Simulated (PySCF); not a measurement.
An unknown gives this computed stick spectrum. Theory: PySCF, TDDFT CAM-B3LYP/def2-SVPD, vertical, gas phase, core orbitals frozen in the response. Geometries: GFN2-xTB, one conformer each.

```json
{"state": "S1", "ν̃ (cm⁻¹)": "54200", "f": "0.0042", "main configurations (H = HOMO, L = LUMO)": "H→L (56%), H→L+1 (23%)"}
{"state": "S2", "ν̃ (cm⁻¹)": "56820", "f": "0.030", "main configurations (H = HOMO, L = LUMO)": "H-1→L (52%), H-1→L+1 (20%)"}
{"state": "S3", "ν̃ (cm⁻¹)": "59530", "f": "0.034", "main configurations (H = HOMO, L = LUMO)": "H→L+1 (35%), H→L (28%), H-2→L (14%)"}
{"state": "S4", "ν̃ (cm⁻¹)": "60240", "f": "0.014", "main configurations (H = HOMO, L = LUMO)": "H-1→L+1 (49%), H-1→L+2 (15%), H-1→L (14%)"}
{"state": "S5", "ν̃ (cm⁻¹)": "60910", "f": "0.049", "main configurations (H = HOMO, L = LUMO)": "H→L+1 (28%), H-2→L+1 (23%), H-1→L (18%)"}
{"state": "S6", "ν̃ (cm⁻¹)": "65470", "f": "0.0066", "main configurations (H = HOMO, L = LUMO)": "H→L+2 (57%), H→L+3 (12%), H-1→L+3 (9%)"}
{"state": "S7", "ν̃ (cm⁻¹)": "66320", "f": "0.036", "main configurations (H = HOMO, L = LUMO)": "H→L+3 (28%), H-1→L+2 (21%), H→L+2 (20%)"}
{"state": "S8", "ν̃ (cm⁻¹)": "67030", "f": "0.017", "main configurations (H = HOMO, L = LUMO)": "H-1→L+2 (29%), H→L+3 (22%), H→L+4 (13%)"}
```

Triplets computed (Tamm–Dancoff): 4.79, 6.41, 6.97 eV.

**Question.** Which structure fits? All have the formula C4H5FO.
A. `C=CCC(=O)F`
B. `C1CC(F)=CO1`
C. `CO[C@@H]1C=C1F`

**Answer.** C. Its S1, at 6.72 eV, is the highest among the candidates; the nearest of the others has S1 at 6.14 eV. S1 is HOMO→LUMO (56%), HOMO→LUMO+1 (23%). Löwdin shares by element: HOMO oxygen 50%, carbon 31% or more (atoms not listed hold the other 20%); LUMO carbon 67% or more, hydrogen 9% or more (atoms not listed hold the other 24%). At the same level the other candidates give, for their lowest levels:
- `C=CCC(=O)F`: 6.14 eV (f 0.001); 7.10 eV (f 0.003); 7.63 eV (f 0.120); 7.73 eV (f 0.347); 8.32 eV (f 0.002); T1 4.51 eV; HOMO -9.53, LUMO 0.55 eV
- `FC1=COCC1`: 5.86 eV (f 0.006); 6.23 eV (f 0.146); 6.24 eV (f 0.003); 6.90 eV (f 0.003); 7.07 eV (f 0.000); T1 3.97 eV; HOMO -7.56, LUMO 1.30 eV

The values belong to the conformer `[CH3:1][O:2][C@@H:3]1[CH:4]=[C:5]1[F:6]`: C1–O2–C3–C4 -84°.
